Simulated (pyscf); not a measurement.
Optimised with ωB97X-D3(BJ)/def2-SVP in PySCF.

Question: Estimate the classical barrier height and the reaction energy of H₃Si–NH–SiH₃ (SMILES [SiH3]N[SiH3]) + SiH₄ (SMILES [SiH4]) → H₃Si–N(SiH₃)–SiH₃ (SMILES [SiH3]N([SiH3])[SiH3]) + H₂ (SMILES [H][H]) at ωB97M-D3(BJ)/def2-TZVP. The step runs on the singlet surface, breaks H–N, H–Si and forms N–Si, H–H; take the separated reactants as zero.

Answer: ΔE‡ = 44.7 kcal/mol, ΔE = -8.2 kcal/mol. Zero-point energy shifts the barrier by -0.9 kcal/mol. It is a four-centre exchange, with an imaginary mode of 1374i cm⁻¹. One saddle was located; it need not be the lowest between these sides.
